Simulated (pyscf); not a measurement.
PySCF, gas phase, ωB97X-D3(BJ)/def2-SVP geometries.

Problem. PBE/def2-TZVP puts the barrier of `[GaH2][SeH]` + `[FH]` → `[F][GaH][SeH]` + `[H][H]` (four-centre exchange; singlet surface; Ga–H, F–H broken, F–Ga, H–H formed) at 0.15 eV and the reaction energy at -0.79 eV, from the separated reactants. What do r²SCAN/def2-TZVP, PBE0-D3(BJ)/def2-TZVP, ωB97M-D3(BJ)/def2-TZVP give on the same structures?

Solution. r²SCAN: ΔE‡ = 0.13 eV, ΔE = -0.88 eV; PBE0-D3(BJ): ΔE‡ = 0.27 eV, ΔE = -0.73 eV; ωB97M-D3(BJ): ΔE‡ = 0.35 eV, ΔE = -0.77 eV. PBE's barrier lies among them. Its reaction energy lies among theirs. On the reactant side the descent ends in a complex (not fully relaxed), 0.26 eV under the separated species and 0.56 eV under the saddle at ωB97X-D3(BJ)/def2-TZVP. At the saddle there is also a short Ga–H contact that neither side keeps. The same reactants have a lower exit, to H₂Se + F–GaH₂ (highest point, the separated products, at +0.07 eV at ωB97M-D3(BJ)/def2-TZVP, against +0.35 eV here). One saddle was located; it need not be the lowest between these sides. Elements up to Kr have no core potential and no relativistic terms here.
